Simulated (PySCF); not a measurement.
**O2 (triplet) at other levels of theory**

Aim: see what other levels and later steps give for O2 (triplet).

The runs use PySCF 2.14.0; method and basis as typed in the scripts.

## 1. The starting structure

O2 (triplet): 2 atoms, charge 0, spin multiplicity 3.

Bond lengths: O1–O2 1.080 Å.

## 2. The run that the others are compared with

input.py

```python
from pyscf import gto, scf

mol = gto.M(
    atom='O 0 0 0; O 0 0 1.08',
    basis='6-311++g**',
    charge=0,
    spin=2,
    verbose=4,
)
mf = scf.UHF(mol)
mf.kernel()
mf.analyze()
print('orbital energies (hartree):', [e[max(0, n-3):n+3].round(4) for e, n in zip(mf.mo_energy, mol.nelec)])
```

On the command line:

```bash
> python input.py
```

The log of this run is left out.

In short: E(SCF) = -149.648379 Eh, 9 cycles, ⟨S²⟩ = 2.031, μ = 0.00 D.

The bond length is a typed value, not an optimised one. The triplet is typed in the script; nothing here shows that it is the ground state.

## 3. M06 (UKS)

Variant 1 changes functional: none (Hartree–Fock) → m06; SCF type: UHF → UKS.

input.py

```python
from pyscf import gto, dft

mol = gto.M(
    atom='O 0 0 0; O 0 0 1.08',
    basis='6-311++g**',
    charge=0,
    spin=2,
    verbose=4,
)
mf = dft.UKS(mol, xc='m06')
mf.kernel()
mf.analyze()
print('orbital energies (hartree):', [e[max(0, n-3):n+3].round(4) for e, n in zip(mf.mo_energy, mol.nelec)])
```

On the command line:

```bash
> python input.py
```

## 4. MP2

Variant 2 changes step after the SCF: analyze → mp2; frozen orbitals: none → 2.

input.py

```python
from pyscf import gto, scf, mp

mol = gto.M(
    atom='O 0 0 0; O 0 0 1.08',
    basis='6-311++g**',
    charge=0,
    spin=2,
    verbose=4,
)
mf = scf.UHF(mol)
mf.kernel()
mp.MP2(mf, frozen=2).kernel()
mf.dip_moment()
print('orbital energies (hartree):', [e[max(0, n-3):n+3].round(4) for e, n in zip(mf.mo_energy, mol.nelec)])
```

## 5. Geometry optimisation

Variant 3 changes step after the SCF: analyze → optimize.

input.py

```python
from pyscf import gto, scf
from pyscf.geomopt.geometric_solver import optimize

mol = gto.M(
    atom='O 0 0 0; O 0 0 1.08',
    basis='6-311++g**',
    charge=0,
    spin=2,
    verbose=4,
)
mf = scf.UHF(mol)
mf.kernel()
mol_eq = optimize(mf, maxsteps=30)
print('optimised geometry (angstrom)')
print(mol_eq.tostring('raw'))
print('orbital energies (hartree):', [e[max(0, n-3):n+3].round(4) for e, n in zip(mf.mo_energy, mol.nelec)])
```

## 6. X3lyp (UKS)

Variant 4 changes functional: none (Hartree–Fock) → x3lyp; SCF type: UHF → UKS.

Changes to input.py since step 2:

```diff
@@ -1,2 +1,2 @@
-from pyscf import gto, scf
+from pyscf import gto, dft
 
@@ -9,3 +9,3 @@
 )
-mf = scf.UHF(mol)
+mf = dft.UKS(mol, xc='x3lyp')
 mf.kernel()
```

Q: Predict the outcome of this session. Wanted: for each run, E(SCF); from base; gap, α spin; after the SCF.

The runs gave:

| run | E(SCF) (hartree) | from base (eV) | cycles | gap, α spin (eV) | after the SCF |
| --- | --- | --- | --- | --- | --- |
| base | -149.648379 | 0 | 9 | 18.50 | n/a |
| m06 (UKS) | -150.263454 | not comparable | 7 | 9.31 | n/a |
| MP2 | -149.648379 | 0.0000 | 9 | 18.50 | MP2 correlation -9.401 eV, core frozen |
| geometry optimisation | -149.648379 | 0.0000 | 9 | 18.50 | bond 1.158 Å, -0.429 eV |
| x3lyp (UKS) | -150.290787 | not comparable | 7 | 9.76 | n/a |

SCF columns refer to the geometry typed in the script.

**Reading.** The α-spin gap between the frontier levels is 9.8 eV with x3lyp (22 % exact exchange) and 9.3 eV with m06 (27 %). Total energies of different functionals can't be compared with each other; differences within one functional can.
